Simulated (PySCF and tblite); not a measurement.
The numbers below are computed, except where a source is named.
## Conformers and averaged properties: C₄H₆O, numbered as in [CH2:1]=[C:2]([CH3:3])[CH:4]=[O:5]

The ensemble was built from 90 distance-geometry starts (ETKDG and KDG, MMFF94s, GFN2-xTB) and rests on PBE0-D3(BJ)/def2-SVP geometries. Energies: PBE0-D3(BJ)/def2-TZVP, with GFN2-xTB thermal terms (modes under about 100 cm⁻¹ blended into free rotors). Symmetry numbers and mirror images are counted. Conformers within 4 kcal/mol (GFN2-xTB free energy) were kept, 5 at most. GIAO shieldings: PBE0/pcSseg-1. Shifts are against TMS (¹H), TMS (¹³C) at the same level; of two unlike H on one atom, a is the less shielded. Run with PySCF (density fitting) and tblite.

Torsions listed: C3–C2–C4–O5.

```json
{"conformer": "1", "shape": "1°", "symmetry": "Cs", "E(GFN2) kcal/mol": "0.00", "E(DFT) kcal/mol": "0.00", "G(298.15 K) kcal/mol": "0.00", "weight %": "99.8", "dipole D": "2.90"}
{"conformer": "2", "shape": "-179°", "symmetry": "Cs", "E(GFN2) kcal/mol": "0.43", "E(DFT) kcal/mol": "3.52", "G(298.15 K) kcal/mol": "3.57", "weight %": "0.2", "dipole D": "2.97"}
```

Weights (%) against temperature:

```csv
T (K),1,2,S(mix) cal/mol/K
180,100.0,0.0,0.00
230,100.0,0.0,0.01
298.15,99.8,0.2,0.03
330,99.6,0.4,0.06
400,98.9,1.1,0.12
```

Averaged shifts at 298.15 K. ¹H: 9.46 (H4, 1H), 6.49 (H1a, 1H), 6.02 (H1b, 1H), 1.88 (H3, 3H) ppm. ¹³C: 196.7 (C4), 155.0 (C2), 141.6 (C1), 17.3 (C3) ppm.

Coordinates of conformer 1 (Å):

```xyz
11

C    -0.580    1.368    0.108
C     0.002    0.163    0.016
C    -0.715   -1.141   -0.104
C     1.483    0.113    0.025
O     2.122   -0.903   -0.083
H    -1.667    1.491    0.098
H     0.027    2.275    0.194
H    -0.475   -1.790    0.753
H    -1.803   -1.006   -0.155
H    -0.374   -1.683   -1.000
H     1.984    1.110    0.136
```

Coordinates of conformer 2 (Å):

```xyz
11

C    -0.436   -1.422   -0.165
C    -0.114   -0.131   -0.006
C     1.264    0.434   -0.148
C    -1.204    0.827    0.340
O    -2.360    0.531    0.505
H     0.310   -2.179   -0.419
H    -1.476   -1.734   -0.038
H     1.296    1.210   -0.931
H     1.594    0.915    0.787
H     1.996   -0.343   -0.407
H    -0.870    1.893    0.441
```

Shifts are unscaled: against experiment ¹³C can be off by 15 ppm or more and ¹H by 0.8 ppm.

Search and properties took 27 s on 1 thread of Arm Neoverse V2, shared host (rough), launched as `OMP_NUM_THREADS=1 python ens_run.py task.json out`.
